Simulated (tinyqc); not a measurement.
CCSD on RHF in the sto-3g basis, frozen core, for HF, spin multiplicity 1, step by step. One step of it, computed by the program tinyqc.

Task: CCSD: starting amplitudes. t_ij^ab = <ij||ab> / (e_i + e_j - e_a - e_b), whose energy is MP2.

orbital energies (hartree): MO1 -25.902186, MO2 -1.463925, MO3 -0.578022, MO4 -0.463464, MO5 -0.463464, MO6 0.604326

Two-electron integrals over orbitals (pq|rs), unique and non-zero (hartree); the lowest 1 orbital is frozen and left out:
```
p,q,r,s,(pq|rs)
2,2,2,2,0.857085
3,2,2,2,-0.019232
3,2,3,2,0.157107
3,3,2,2,0.753992
3,3,3,2,-0.048873
3,3,3,3,0.766863
4,2,4,2,0.180782
4,3,4,2,-0.042773
4,3,4,3,0.048059
4,4,2,2,0.878371
4,4,3,2,-0.077347
4,4,3,3,0.754443
4,4,4,4,0.997514
5,2,5,2,0.180782
5,3,5,2,-0.042773
5,3,5,3,0.048059
5,4,5,4,0.053770
5,5,2,2,0.878371
5,5,3,2,-0.077347
5,5,3,3,0.754443
5,5,4,4,0.889973
5,5,5,5,0.997514
6,2,2,2,-0.128880
6,2,3,2,-0.045954
6,2,3,3,-0.038058
6,2,4,4,-0.127236
6,2,5,5,-0.127236
6,2,6,2,0.097090
6,3,2,2,-0.165772
6,3,3,2,0.094324
6,3,3,3,-0.123827
6,3,4,4,-0.196328
6,3,5,5,-0.196328
6,3,6,2,0.056812
6,3,6,3,0.176575
6,4,4,2,-0.042304
6,4,4,3,-0.014567
6,4,6,4,0.031537
6,5,5,2,-0.042304
6,5,5,3,-0.014567
6,5,6,5,0.031537
6,6,2,2,0.682050
6,6,3,2,0.070802
6,6,3,3,0.669284
6,6,4,4,0.651250
6,6,5,5,0.651250
6,6,6,2,-0.066898
6,6,6,3,-0.014465
6,6,6,6,0.713611
```

Give: Starting amplitudes; correlation energy.

Result:

Starting amplitudes (spin orbitals 1a, 1b, ...; amplitudes related by a flip of all spins are not repeated):
```
from,to,t
3a 3b,6a 6b,-0.075
2a 2b,6a 6b,-0.023
2a 3b,6a 6b,-0.017
4a 4b,6a 6b,-0.015
5a 5b,6a 6b,-0.015
```

correlation energy = -0.01838 hartree
